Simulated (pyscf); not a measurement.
Single points on ωB97X-D3(BJ)/def2-SVP structures (PySCF, gas phase).

Task: What are the homolytic bond dissociation enthalpies (298 K) of H₃C–C(Cl)(Cl)–Cl (SMILES CC(Cl)(Cl)Cl) at ωB97M-D3(BJ)/def2-TZVP, weakest first?

Result: C–Cl to H₃C–C•(Cl)–Cl + Cl•: 3.18 eV; C–C to CH₃• + Cl–C•(Cl)–Cl: 3.71 eV; C–H to •H₂C–C(Cl)(Cl)–Cl + H•: 4.47 eV. Ring and multiple bonds, and those that leave no two simple radicals, are not listed. Other isomers of •H₂C–C(Cl)(Cl)–Cl, H₃C–C•(Cl)–Cl were not searched in full and may lie lower. Left out: the spin-orbit lowering of Cl.
